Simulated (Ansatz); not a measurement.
Ansatz (a quantum-chemistry and plane-wave program) input (CCSD(T)/aug-cc-pV(D+d)Z):
A basis named .json is the Basis Set Exchange file of that set.

Ansatz 0.2 input:
```yaml
crystal:
  periodic: [false, false, false]
  atoms:
    - {symbol: S, position_ang: [-0.01709357, 0.00412436, 0.36533252]}
    - {symbol: O, position_ang: [0.02559840, 1.23445278, -0.37891730]}
    - {symbol: O, position_ang: [0.00858873, -1.24270151, -0.35174774]}
basis:
  gaussian:
    orbitals: aug-cc-pV_D+d_Z.json
magnetization: {spin_polarized: false}
correlation: {method: ccsd_t, electrons: outside_noble_gas}
output: {forces: true}
```

End of the output:

```
cycle   5  -15.01897592 eV  change    9.0e-4 eV  update   2.5e-3
cycle   6  -15.01999605 eV  change   -1.0e-3 eV  update   7.0e-4
cycle   7  -15.01940596 eV  change    5.9e-4 eV  update   2.6e-4
cycle   8  -15.01927781 eV  change    1.3e-4 eV  update   7.5e-5
cycle   9  -15.01931056 eV  change   -3.3e-5 eV  update   2.9e-5
cycle  10  -15.01929688 eV  change    1.4e-5 eV  update   1.0e-5
cycle  11  -15.01930018 eV  change   -3.3e-6 eV  update   3.6e-6
coupled cluster: 0.20 GiB planned
perturbative correction -0.68707747 eV, -0.0252496313 hartree
the calculation of the forces begins
Total energy: -14906.75641850 eV, -547.8131942173 hartree
Atom 0 at    -0.017094     0.004124     0.365333 Å, force    -0.081808     0.019739     1.748436 eV/Å
Atom 1 at     0.025598     1.234453    -0.378917 Å, force     0.052234     1.640182    -0.892316 eV/Å
Atom 2 at     0.008589    -1.242702    -0.351748 Å, force     0.029574    -1.659921    -0.856120 eV/Å
Dipole moment:    -0.016422     0.003962     0.350989 e Å
```
